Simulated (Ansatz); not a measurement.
System: black phosphorus. Method: r²SCAN-D4 (Ansatz, a quantum-chemistry and plane-wave program, PAW).

Numerical settings: plane-wave cutoff 500 eV, 10×8×10 k mesh (along the axes of the cell as run), Fermi–Dirac smearing 0.05 eV, scalar-relativistic PAW data made under PBE.

Computed at the level's own relaxed cell.

Task: Give the computed volume per atom, lattice parameter a, lattice parameter b and lattice parameter c.

Result: 
volume per atom: 19.69 Å³/atom
lattice parameter a: 3.297 Å
lattice parameter b: 10.689 Å
lattice parameter c: 4.469 Å

Measured, for comparison: equilibrium volume per atom 18.97 Å³/atom (temperature not stated, no zero-point or thermal correction; as tabulated in Appalakondaiah et al. (2012), arXiv:1211.3512). Computed (rounded) less measured: equilibrium volume per atom +3.8 %.

Static lattice: no zero-point or thermal effects.

It cost about 2.2 core-minutes (a rough figure) of CPU time.
